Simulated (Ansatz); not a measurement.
# Which isomer of CH6NSi− gives these data?

These gas-phase data were calculated for one isomer of CH6NSi− at BLYP-D3(BJ)/def2-SVPD (harmonic, unscaled wavenumbers; equilibrium rotational constants with average atomic masses):

```
rotational constants            : 20.5, 6.291, 5.261 GHz
all wavenumbers above 1500 cm⁻¹ : 3480, 3359, 3073, 2997, 1960, 1853
```

Candidates:

(1) `[CH2-][SiH2]N`, a singlet
(2) `C[SiH2][NH-]`, a singlet

**Question.** Assign the data to one candidate and say why.

**Answer.** Candidate (1). 2 modes lie between 3250 and 3800 cm⁻¹, one for each N–H bond, while (2) has 1.

The same quantities for all candidates:

|  | rotational constants (GHz) | wavenumbers above 1500 cm⁻¹ | E above the lowest, BLYP-D3(BJ)/def2-SVPD (kcal/mol) |
| --- | --- | --- | --- |
| (1) | 20.5, 6.291, 5.261 | 3480, 3359, 3073, 2997, 1960, 1853 | 12.5 |
| (2) | 19.45, 6.47, 5.308 | 3411, 2998, 2990, 2916, 1866, 1797 | 0.0 |

Harmonic stretches to hydrogen usually lie a few per cent above observed fundamentals. Each candidate is one conformer. Programs: Ansatz 0.2.0.
